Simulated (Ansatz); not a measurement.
C$_{2}$H$_{4}$FN, SMILES `N/C=C\F`. Charge 0, multiplicity 1.

```xyz
8

N     0.735    0.815   -0.623
C    -0.220    0.363    0.269
C    -0.436   -0.904    0.594
F     0.252   -1.894   -0.017
H     1.106    0.101   -1.232
H     0.484    1.650   -1.127
H    -0.792    1.121    0.790
H    -1.129   -1.253    1.345
```

Question: What are the harmonic wavenumbers in cm⁻¹ at PBE0-D4/def2-TZVP (Ansatz, finite differences of forces, unscaled)? (An estimate is asked.)

Answer: Ansatz gave: 233, 319, 521, 647, 705, 728, 892, 1035, 1110, 1205, 1317, 1404, 1651, 1777, 3217, 3264, 3586, 3689.

Question: Is this a minimum?

Answer: Yes, all 18 modes are real.

Question: Give the ideal-gas thermochemistry at 298.15 K and 1 bar (rigid rotor, harmonic oscillator; point group C1, symmetry number 1).

Answer: Zero-point energy 163.3 kJ/mol; H(298) − E = 177.5 kJ/mol; entropy 281.5 J/(mol·K), of which translation 160.1, rotation 100.0, vibration 21.4; G(298) − E = 93.5 kJ/mol.
